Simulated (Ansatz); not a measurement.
# PH (singlet): wave-function methods side by side at distance P1–H2 = 1.152 Å, aug-cc-pVDZ

Aim: climb from Hartree-Fock through coupled cluster and multireference methods for PH (singlet) at one geometry and basis, and see what each rung misses.

Computed with Ansatz 0.2.0, Gaussian basis. Level: aug-cc-pVDZ, core rule «outside noble gas», up to 5 orbitals frozen.

Plan: UHF; CCSD(T) on RHF; CCSD(T) on UHF; BCCD(T) on RHF; CISD; CCSDT(Q) on RHF; CCSDT(Q) on UHF; CASSCF and MRCISD+Q, 2 electrons in 2 orbitals; CASSCF and NEVPT2, 2 electrons in 2 orbitals; Full CI.

24 further runs of the same task are left out: 4 for a known fault of the program, 17 that didn't finish, 3 set aside as unsound or not needed. Runs told in other sessions of the task aren't counted.

### Step 1. What is computed

The geometry derives from a PBE0/def2-TZVP stationary point (not a proven minimum). One bond is set to the value named and the two fragments are kept rigid.

2 atoms, charge 0, spin multiplicity 1.

Atoms are counted from 1 here; the program's logs count them from 0.

Bond lengths: P1–H2 1.152 Å.

### Step 2. UHF

Contents of in.yaml:

```yaml
crystal:
  periodic: [false, false, false]
  atoms:
    - {symbol: P, position_ang: [0.000000, 0.000000, 0.000000]}
    - {symbol: H, position_ang: [0.000000, 0.000000, 1.152000]}
basis:
  gaussian: {orbitals: aug-cc-pVDZ}
magnetization: {spin_polarized: true, initial_magnetization: 0}
hamiltonian: {xc: hf}
output: {orbitals: {seedname: orbitals}}
```

Run with:

```bash
ansatz run in.yaml --threads 1 --pin off --events-out ev --progress --plain --max-ram 2393MiB
```

Further steps of the session: CCSD(T) on RHF; CCSD(T) on UHF; BCCD(T) on RHF; CISD; CCSDT(Q) on RHF; CCSDT(Q) on UHF; CASSCF and MRCISD+Q, 2 electrons in 2 orbitals; CASSCF and NEVPT2, 2 electrons in 2 orbitals; Full CI.

Before running them: what should the planned runs give, taken together? Wanted: FCI from the RHF energy; RMP2 from FCI; RCCSD from FCI; RCCSD(T) from FCI; RCCSDT(Q) from FCI; NEVPT2 pair from FCI; MRCISD+Q pair from FCI; T1 diagnostic; effectively unpaired electrons.

**Answer**, as computed:

| quantity | value |
| --- | --- |
| FCI from the RHF energy | -3.8876 eV |
| RMP2 from FCI | +27.41 kcal/mol |
| RCCSD from FCI | +7.95 kcal/mol |
| RCCSD(T) from FCI | +4.45 kcal/mol |
| RCCSDT(Q) from FCI | -0.13 kcal/mol |
| NEVPT2 pair from FCI | +14.31 kcal/mol |
| MRCISD+Q pair from FCI | -0.65 kcal/mol |
| levels within 1 kcal/mol (43 meV) | RCCSDT, RCCSDT(Q), MRCISD+Q pair |
| T1 diagnostic | 0.011 |
| effectively unpaired electrons | 2.03 |

What this shows: RCCSD(T) lands +4.45 kcal/mol from the yardstick (5.0 % of the correlation energy). RCCSDT(Q), MRCISD+Q pair fall below full CI, which methods that aren't variational can do. With 2.0 effectively unpaired electrons against 0 the state is strongly multireference. Of the multireference levels listed MRCISD+Q pair comes nearest in total energy (-0.65 kcal/mol), which doesn't show that its space is the better one. These misses are within one basis, not against nature.

The restricted and unrestricted ladders end 1.12 eV apart at CCSDT(Q), which points to two states or an unsound top rung; rows of one don't measure the error of the other.
